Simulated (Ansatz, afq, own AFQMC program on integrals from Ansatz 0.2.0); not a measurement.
**CrCH₃, sextet: AFQMC among the cluster methods**

```xyz
5

Cr   -0.4772    0.0036    0.0028
C     1.5741   -0.0119   -0.0094
H     1.9449   -1.0425   -0.0066
H     1.9618    0.5034    0.8759
H     1.9511    0.4948   -0.9043
```

Connectivity, by distances: Cr–CH3.

Basis def2-SVP. Noble-gas cores (and the filled d shells of Ga–Kr and In–Xe) are frozen. Ansatz 0.2.0 and our own AFQMC program on the same integrals; the CISD trial comes from CCSD amplitudes, and released means the phaseless constraint is let go. ± is one standard error of the sampling. The metal's outer-core s and p shells are frozen, which shifts wave-function levels against functionals.

Determinant: UHF, the one that the program's search chose, which needn't be the lowest solution. The geometry is a PBE0/def2-TZVP stationary point of this or a neighbouring charge and spin state.

No full CI on the walks' own integrals is used here; CCSDT(Q) serves as the reference and is uncertain by about the last step of the cluster series.

Cautions: no relativity below Rb; outer-core shells of the metal frozen; strong correlation (T1 0.051, weight of the determinant 0.84, largest double 0.04); unrestricted determinant slightly spin contaminated (⟨S²⟩ 8.81 against 8.75).

The T1 diagnostic is 0.0508, the weight of the determinant in the CISD state is 0.842 and the ⟨S²⟩ of the determinant is 8.806. The size of the correlated space is 13 electrons in 50 orbitals.

| level | correlation energy (eV) |
| --- | --- |
| MP2 | -5.9696 |
| CCSD | -6.8416 |
| CCSD(T) | -7.0531 |

**Question.** Estimate where phaseless AFQMC with the Hartree–Fock trial lies against CCSD(T) on the same integrals.

**Answer.** 4.91 ± 1.04 mEh above CCSD(T).

Reference: CCSDT(Q), correlation energy -7.098 eV. The released energy is read at 2.60 1/Eh (meV from the phaseless value at times in 1/Eh: -5 ± 4 at 0.24, -12 ± 3 at 0.60, -18 ± 4 at 1.20, -21 ± 5 at 1.80, -14 ± 7 at 2.60).

```tsv
level	E − E(reference) (mEh)	share of correlation (%)
CCSD(T)	1.66	99.36
CCSDT	0.48	99.82
ph-AFQMC/HF	6.57 ± 1.04	97.48
ph-AFQMC/CISD	1.18 ± 0.18	99.55
released AFQMC	0.66 ± 0.28	99.75
```

A walk keeps the symmetry of its determinant, which the program's search chose and which needn't be the lowest solution, so a lower state of the same spin and another symmetry isn't excluded. Released energies are given only where the last usable release times agree within the noise; a slower fall can still hide under it.
